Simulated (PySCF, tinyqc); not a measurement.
RHF in the sto-3g basis, for CH2, spin multiplicity 1, step by step (part 2 of 2). The lowest restricted solution is unstable here: a spin-polarised one lies 0.0314 hartree lower (PySCF). Computed by tinyqc, a small Python program that keeps every step (integrals from PySCF). Command: `OMP_NUM_THREADS=1 python tinyqc.py 25659 25660 out.jsonl` (the two numbers bound the seeds that draw the settings). One thread of a shared host (Intel(R) Xeon(R) Processor @ 2.60GHz), about 0.1 s of CPU time with the checks.

Geometry (angstrom):
```
atom         x          y         z
C     0.000000   0.000000  0.000000
H     0.000000   1.330000  0.633000
H     0.000000  -1.349000  0.642000
```

## Iteration 2: diagonalisation and new density

extrapolated F (hartree), order 1C 1s, 1C 2s, 1C 2px, 1C 2py, 1C 2pz, 2H 1s, 3H 1s:
$$\begin{pmatrix}
-10.950075 & -2.937342 & 0.000000 & -0.001091 & 0.014542 & -0.315566 & -0.301192 \\
-2.937342 & -1.389585 & 0.000000 & -0.002953 & -0.050167 & -0.351725 & -0.336307 \\
0.000000 & 0.000000 & 0.055874 & 0.000000 & 0.000000 & 0.000000 & 0.000000 \\
-0.001091 & -0.002953 & 0.000000 & -0.118129 & -0.002829 & -0.242886 & 0.230659 \\
0.014542 & -0.050167 & 0.000000 & -0.002829 & 0.194033 & -0.098203 & -0.094611 \\
-0.315566 & -0.351725 & 0.000000 & -0.242886 & -0.098203 & -0.161749 & -0.052630 \\
-0.301192 & -0.336307 & 0.000000 & 0.230659 & -0.094611 & -0.052630 & -0.143938
\end{pmatrix}$$

X, order 1C 1s, 1C 2s, 1C 2px, 1C 2py, 1C 2pz, 2H 1s, 3H 1s:
$$\begin{pmatrix}
1.025632 & -0.139077 & 0.000000 & -0.000256 & -0.004463 & 0.018165 & 0.017666 \\
-0.139077 & 1.102395 & 0.000000 & 0.002411 & 0.035528 & -0.171842 & -0.165286 \\
0.000000 & 0.000000 & 1.000000 & 0.000000 & 0.000000 & 0.000000 & 0.000000 \\
-0.000256 & 0.002411 & 0.000000 & 1.073363 & 0.000999 & -0.168823 & 0.163587 \\
-0.004463 & 0.035528 & 0.000000 & 0.000999 & 1.016151 & -0.078253 & -0.075703 \\
0.018165 & -0.171842 & 0.000000 & -0.168823 & -0.078253 & 1.085191 & -0.011073 \\
0.017666 & -0.165286 & 0.000000 & 0.163587 & -0.075703 & -0.011073 & 1.079974
\end{pmatrix}$$

Diagonalise F' = X^T F X, C = X C', fill 4 alpha and 4 beta electrons from the bottom; D = 2 C_occ C_occ^T. Each column has its largest component positive (the first on a tie).

F' = X^T F X (hartree):
$$\begin{pmatrix}
-10.727041 & -1.522475 & 0.000000 & -0.001560 & 0.007454 & -0.010287 & -0.008284 \\
-1.522475 & -0.786162 & 0.000000 & 0.001787 & 0.000114 & -0.189122 & -0.179558 \\
0.000000 & 0.000000 & 0.055874 & 0.000000 & 0.000000 & 0.000000 & 0.000000 \\
-0.001560 & 0.001787 & 0.000000 & 0.027371 & -0.000554 & -0.257648 & 0.245836 \\
0.007454 & 0.000114 & 0.000000 & -0.000554 & 0.226629 & -0.111688 & -0.108150 \\
-0.010287 & -0.189122 & 0.000000 & -0.257648 & -0.111688 & 0.004600 & -0.037963 \\
-0.008284 & -0.179558 & 0.000000 & 0.245836 & -0.108150 & -0.037963 & 0.011106
\end{pmatrix}$$

orbital energies (hartree): MO1 -10.955234, MO2 -0.666011, MO3 -0.319569, MO4 -0.011122, MO5 0.055874, MO6 0.315462, MO7 0.392978

coefficients C, order 1C 1s, 1C 2s, 1C 2px, 1C 2py, 1C 2pz, 2H 1s, 3H 1s:
$$\begin{pmatrix}
0.993810 & -0.258485 & 0.007062 & 0.119903 & 0.000000 & -0.054739 & -0.005353 \\
0.024669 & 0.931500 & -0.030860 & -0.573624 & 0.000000 & 0.305857 & 0.029815 \\
0.000000 & 0.000000 & 0.000000 & 0.000000 & 1.000000 & 0.000000 & 0.000000 \\
0.000170 & 0.007923 & 0.604614 & -0.006193 & 0.000000 & -0.040271 & 0.916568 \\
-0.000268 & 0.060335 & 0.004445 & 0.418368 & 0.000000 & 0.930115 & 0.043513 \\
-0.003719 & 0.139891 & 0.431491 & 0.599751 & 0.000000 & -0.430843 & -0.700822 \\
-0.003564 & 0.124246 & -0.409373 & 0.627196 & 0.000000 & -0.493933 & 0.637346
\end{pmatrix}$$

D after iteration 2, order 1C 1s, 1C 2s, 1C 2px, 1C 2py, 1C 2pz, 2H 1s, 3H 1s:
$$\begin{pmatrix}
2.137799 & -0.570518 & 0.000000 & 0.003297 & 0.068667 & 0.070208 & 0.073309 \\
-0.570518 & 2.396594 & 0.000000 & -0.015443 & -0.367857 & -0.454261 & -0.462990 \\
0.000000 & 0.000000 & 0.000000 & 0.000000 & 0.000000 & 0.000000 & 0.000000 \\
0.003297 & -0.015443 & 0.000000 & 0.731318 & 0.001149 & 0.516558 & -0.500827 \\
0.068667 & -0.367857 & 0.000000 & 0.001149 & 0.357384 & 0.522552 & 0.536153 \\
0.070208 & -0.454261 & 0.000000 & 0.516558 & 0.522552 & 1.130937 & 0.433829 \\
0.073309 & -0.462990 & 0.000000 & -0.500827 & 0.536153 & 0.433829 & 1.152822
\end{pmatrix}$$

## Iteration 10 (converged): orbitals

converged F (hartree), order 1C 1s, 1C 2s, 1C 2px, 1C 2py, 1C 2pz, 2H 1s, 3H 1s:
$$\begin{pmatrix}
-11.007609 & -2.952617 & 0.000000 & -0.000253 & -0.022324 & -0.317518 & -0.303175 \\
-2.952617 & -1.395397 & 0.000000 & -0.002086 & -0.012368 & -0.410917 & -0.398344 \\
0.000000 & 0.000000 & 0.235673 & 0.000000 & 0.000000 & 0.000000 & 0.000000 \\
-0.000253 & -0.002086 & 0.000000 & -0.084736 & -0.002577 & -0.299320 & 0.293503 \\
-0.022324 & -0.012368 & 0.000000 & -0.002577 & -0.136479 & -0.184717 & -0.182218 \\
-0.317518 & -0.410917 & 0.000000 & -0.299320 & -0.184717 & -0.253471 & -0.043527 \\
-0.303175 & -0.398344 & 0.000000 & 0.293503 & -0.182218 & -0.043527 & -0.244341
\end{pmatrix}$$

As before.

F' = X^T F X (hartree):
$$\begin{pmatrix}
-10.782507 & -1.536889 & 0.000000 & -0.000746 & -0.039145 & 0.000501 & 0.002806 \\
-1.536889 & -0.744745 & 0.000000 & 0.002091 & 0.074682 & -0.255288 & -0.247381 \\
0.000000 & 0.000000 & 0.235673 & 0.000000 & 0.000000 & 0.000000 & 0.000000 \\
-0.000746 & 0.002091 & 0.000000 & 0.102565 & -0.000453 & -0.315299 & 0.308479 \\
-0.039145 & 0.074682 & 0.000000 & -0.000453 & -0.084717 & -0.185190 & -0.182467 \\
0.000501 & -0.255288 & 0.000000 & -0.315299 & -0.185190 & -0.046422 & -0.012384 \\
0.002806 & -0.247381 & 0.000000 & 0.308479 & -0.182467 & -0.012384 & -0.047874
\end{pmatrix}$$

orbital energies (hartree): MO1 -11.012857, MO2 -0.711579, MO3 -0.412461, MO4 -0.259275, MO5 0.235673, MO6 0.311988, MO7 0.480484

coefficients C, order 1C 1s, 1C 2s, 1C 2px, 1C 2py, 1C 2pz, 2H 1s, 3H 1s:
$$\begin{pmatrix}
0.993797 & -0.238865 & 0.004002 & 0.106147 & 0.000000 & 0.126194 & -0.005305 \\
0.024777 & 0.837343 & -0.017402 & -0.471078 & 0.000000 & -0.606608 & 0.028055 \\
0.000000 & 0.000000 & 0.000000 & 0.000000 & 1.000000 & 0.000000 & 0.000000 \\
0.000090 & 0.004812 & 0.519615 & -0.003517 & 0.000000 & 0.027214 & 0.967781 \\
0.003026 & 0.076915 & 0.006757 & 0.774811 & 0.000000 & -0.662552 & 0.020536 \\
-0.003999 & 0.233068 & 0.479664 & 0.326552 & 0.000000 & 0.650030 & -0.654719 \\
-0.003862 & 0.222719 & -0.478736 & 0.340013 & 0.000000 & 0.684210 & 0.603350
\end{pmatrix}$$

D after iteration 10, order 1C 1s, 1C 2s, 1C 2px, 1C 2py, 1C 2pz, 2H 1s, 3H 1s:
$$\begin{pmatrix}
2.111943 & -0.450924 & 0.000000 & 0.001293 & 0.133811 & -0.046127 & -0.045724 \\
-0.450924 & 1.847947 & 0.000000 & -0.006708 & -0.601269 & 0.065759 & 0.069111 \\
0.000000 & 0.000000 & 0.000000 & 0.000000 & 0.000000 & 0.000000 & 0.000000 \\
0.001293 & -0.006708 & 0.000000 & 0.540072 & 0.002314 & 0.498427 & -0.497766 \\
0.133811 & -0.601269 & 0.000000 & 0.002314 & 1.212606 & 0.548343 & 0.554659 \\
-0.046127 & 0.065759 & 0.000000 & 0.498427 & 0.548343 & 0.782100 & -0.133352 \\
-0.045724 & 0.069111 & 0.000000 & -0.497766 & 0.554659 & -0.133352 & 0.788832
\end{pmatrix}$$

## Convergence

Stop when the energy changes by less than 1e-09 hartree and every element of the error matrix X^T (F D S - S D F) X is below 9e-06.

Course of the cycle:
```
iteration   E (hartree)     change  largest element of the error matrix
1          -36.73892336          -                             4.37e-01
2          -37.66153211  -9.23e-01                             3.35e-01
3          -38.09335108  -4.32e-01                             1.69e-01
4          -38.19083311  -9.75e-02                             6.65e-02
5          -38.21884527  -2.80e-02                             3.90e-02
6          -38.22109717  -2.25e-03                             4.13e-03
7          -38.22115130  -5.41e-05                             1.36e-04
8          -38.22115139  -9.13e-08                             4.70e-05
9          -38.22115140  -7.35e-09                             1.59e-05
10         -38.22115140  -6.32e-10                             3.20e-06
```

PySCF RHF in the same basis = -38.22115140 hartree

Converged in 10 iterations.

## Populations, bond orders and dipole

overlap S, order 1C 1s, 1C 2s, 1C 2px, 1C 2py, 1C 2pz, 2H 1s, 3H 1s:
$$\begin{pmatrix}
1.000000 & 0.248362 & 0.000000 & 0.000000 & 0.000000 & 0.026009 & 0.024830 \\
0.248362 & 1.000000 & 0.000000 & 0.000000 & 0.000000 & 0.297187 & 0.288303 \\
0.000000 & 0.000000 & 1.000000 & 0.000000 & 0.000000 & 0.000000 & 0.000000 \\
0.000000 & 0.000000 & 0.000000 & 1.000000 & 0.000000 & 0.291331 & -0.284294 \\
0.000000 & 0.000000 & 0.000000 & 0.000000 & 1.000000 & 0.138656 & 0.135298 \\
0.026009 & 0.297187 & 0.000000 & 0.291331 & 0.138656 & 1.000000 & 0.035121 \\
0.024830 & 0.288303 & 0.000000 & -0.284294 & 0.135298 & 0.035121 & 1.000000
\end{pmatrix}$$

Mulliken: Z minus the diagonal of D S on the atom; Loewdin: the same with S^(1/2) D S^(1/2); Mayer order: 2 sum_s sum (D(s) S)_ij (D(s) S)_ji over the two atoms.

Charges (e):
```
atom   Mulliken    Loewdin
1C     0.036491   0.053809
2H    -0.016998  -0.025897
3H    -0.019493  -0.027912
```

Mayer bond orders:
```
pair     order
2-1   0.975688
3-1   0.975597
3-2   0.024023
```

dipole moment about the origin, x y z (debye): [0.000000, 0.026421, 1.230435]
